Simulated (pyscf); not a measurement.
Addition across a multiple bond or ene-type step: `[CH3][Ga]([F])[F]` + `[CH2]=[CH2]` -> `[CH3][CH2][CH2][Ga]([F])[F]`

Gas phase, singlet surface, charge 0. Bonds broken: C1–H5. Bonds formed: C1–C8, H5–C9. Optimised with ωB97X-D3(BJ)/def2-SVP in PySCF.

Transition state (Å):

```xyz
13

C      1.0965     0.5815     0.2934
Ga     1.5454    -1.0032     1.2518
F      1.4544    -1.2278     2.9925
F      1.8956    -2.5438     0.4801
H     -0.5700     0.5686     0.6333
H      1.6068     0.5586    -0.6831
H      1.3747     1.4962     0.8421
C     -0.9204     0.9734    -0.5765
C     -1.9163     0.8047     0.4132
H     -0.7643     0.1987    -1.3300
H     -0.5632     1.9713    -0.8385
H     -2.2285     1.6518     1.0265
H     -2.4468    -0.1456     0.4984
```

One imaginary mode, 2070i cm⁻¹; descent along it reached the two sides named, in the forms told below.

```
bond   change  reactant side (Å)  saddle  product side
-----  ------  -----------------  ------  ------------
C1–H5  breaks              1.105   1.701           2.9
C1–C8   forms                3.4   2.231         1.534
H5–C9   forms                3.8   1.384         1.108
```

Electronic energies relative to the separated reactants (kcal/mol):

```
level                   barrier  reaction energy  reverse barrier
----------------------  -------  ---------------  ---------------
ωB97X-D3(BJ)/def2-TZVP     88.4            -27.0            115.4
PBE/def2-TZVP              75.7            -23.0             98.6
r²SCAN/def2-TZVP           78.8            -24.7            103.5
B3LYP-D3(BJ)/def2-TZVP     83.8            -22.2            106.0
PBE0-D3(BJ)/def2-TZVP      79.8            -27.7            107.5
M06-2X/def2-TZVP           85.9            -24.5            110.4
ωB97M-D3(BJ)/def2-TZVP     88.0            -23.6            111.6
HF/def2-TZVP              109.9            -16.1            126.0
```

With ωB97M-D3(BJ)/def2-TZVP energies and thermal terms (ideal gas, 1 atm, RRHO with modes under 100 cm⁻¹ raised to 100, one conformer, R ln 2 for chiral ones without a mode under 150 cm⁻¹), in kcal/mol:

```tsv
T (K)	ΔH‡	ΔG‡	ΔH	ΔG
298	85.9	97.2	-20.3	-8.3
600	86.7	108.3	-20.2	+3.8
900	87.6	119.0	-19.5	+15.6
1200	88.6	129.3	-18.5	+27.2
```

On the reactant side the descent ends in a bound adduct (not fully relaxed), 12.1 kcal/mol under the separated species and 100.5 kcal/mol under the saddle at ωB97X-D3(BJ)/def2-TZVP. At the saddle there is also a short C–H contact that neither side keeps. The same reactants have a lower exit, to CH₃• + [F–Ga–F]• + H₂C=CH₂ (no saddle counted: cutting one bond costs +80.8 kcal/mol at ωB97M-D3(BJ)/def2-TZVP, against +88.0 kcal/mol here). This is the saddle that the search found; another between the same sides may lie lower. Elements up to Kr have no core potential and no relativistic terms here.
